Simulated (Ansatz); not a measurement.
Relaxation of CH₄BCl (7 atoms, charge 0, multiplicity 1), to a largest force component of 0.02 eV/Å in at most 40 steps.

These are results of RKS B3LYP/def2-SVPD (Ansatz), not measurements.

```xyz
7
Properties=species:S:1:pos:R:3
B 0.000 0.000 0.000
Cl 0.000 0.000 1.860
H 1.030 0.000 -0.595
C -1.386 0.000 -0.800
H -1.946 -0.930 -0.571
H -1.990 0.880 -0.495
H -1.184 0.051 -1.890
```

Where does it end, and by what steps?

It converged. The force dipped under the threshold on the way, but the program's further checks kept it going. After 15 steps the energy has fallen by 0.154 eV; H3 moved furthest, 0.43 Å.

```json
{"step": "0", "energy less start (eV)": "0.0000", "largest force component (eV/Å)": "1.605", "accepted": "yes"}
{"step": "1", "energy less start (eV)": "-0.1170", "largest force component (eV/Å)": "0.731", "accepted": "yes"}
{"step": "2", "energy less start (eV)": "-0.1376", "largest force component (eV/Å)": "0.124", "accepted": "yes"}
{"step": "3", "energy less start (eV)": "-0.1377", "largest force component (eV/Å)": "0.118", "accepted": "yes"}
{"step": "4", "energy less start (eV)": "-0.1384", "largest force component (eV/Å)": "0.016", "accepted": "yes"}
{"step": "5", "energy less start (eV)": "-0.1384", "largest force component (eV/Å)": "0.008", "accepted": "yes"}
{"step": "6", "energy less start (eV)": "-0.1384", "largest force component (eV/Å)": "0.018", "accepted": "yes"}
{"step": "7", "energy less start (eV)": "-0.1385", "largest force component (eV/Å)": "0.039", "accepted": "yes"}
{"step": "8", "energy less start (eV)": "-0.1388", "largest force component (eV/Å)": "0.099", "accepted": "yes"}
{"step": "9", "energy less start (eV)": "-0.1390", "largest force component (eV/Å)": "0.156", "accepted": "yes"}
{"step": "10", "energy less start (eV)": "-0.1399", "largest force component (eV/Å)": "0.157", "accepted": "yes"}
{"step": "11", "energy less start (eV)": "-0.1467", "largest force component (eV/Å)": "0.033", "accepted": "yes"}
{"step": "12", "energy less start (eV)": "-0.1482", "largest force component (eV/Å)": "0.103", "accepted": "yes"}
{"step": "13", "energy less start (eV)": "-0.1242", "largest force component (eV/Å)": "0.657", "accepted": "no"}
{"step": "14", "energy less start (eV)": "-0.1493", "largest force component (eV/Å)": "0.108", "accepted": "yes"}
{"step": "15", "energy less start (eV)": "-0.1536", "largest force component (eV/Å)": "0.019", "accepted": "yes"}
```

```xyz
7
Properties=species:S:1:pos:R:3
B -0.032 -0.035 0.009
Cl 0.060 0.397 1.726
H 0.996 -0.417 -0.480
C -1.372 0.038 -0.776
H -1.754 -0.998 -0.855
H -2.154 0.644 -0.299
H -1.219 0.371 -1.815
```

Whether the end is a true minimum wasn't checked by a vibrational analysis.

Run time: 14 s on 2 threads of Intel(R) Xeon(R) 6975P-C (Granite Rapids) (shared host), peak memory 0.18 GiB.
